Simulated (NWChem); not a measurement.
# hydrogen isocyanide (CHN); SMILES [C-]#[NH+]

```xyz
3

C      0.0000     0.0000     0.7553
N      0.0000     0.0000    -0.4288
H      0.0000     0.0000    -1.4413
```
Atoms are numbered in this order, from 1.

All runs: NWChem. All runs use the structure optimised with PBE-D3(BJ)/def2-SVP. B3LYP is NWChem's, with the RPA form of VWN correlation. Ions are spin-unrestricted doublets at the neutral geometry; other ion states weren't tried.

Q: Estimate the computed values for B3LYP/def2-SVPD. Quantities: −ε(HOMO) (eV).

A: 
```json
{
 "−ε(HOMO) (eV)": "8.89"
}
```
